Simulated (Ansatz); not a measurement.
Results of PBE-D3(BJ) (Ansatz, a quantum-chemistry and plane-wave program, plane waves, PAW) for antifluorite Mg₂Si.

Total energies, extrapolated to zero smearing (they compare only within this program, potentials and cutoff):

```tsv
system	energy (eV/atom)
antifluorite Mg₂Si, relaxed	-1494.9317
hcp Mg	-1924.0953
diamond-structure Si	-636.1219
```

Question: Work out the formation enthalpy per atom.

Answer: ΔH_f ≈ ΔE = -1494.9317 − [2 × (-1924.0953) + 1 × (-636.1219)]/3 = -0.161 eV/atom (0 K, no vibrations). The reference value is -0.269 eV/atom (measured, 298 K, copied from a table, unchecked, no zero-point or thermal correction; as tabulated in Wang et al. (2021), doi:10.1038/s41598-021-94550-5), a difference of +0.108 eV/atom.

The PAW data were made under PBE.
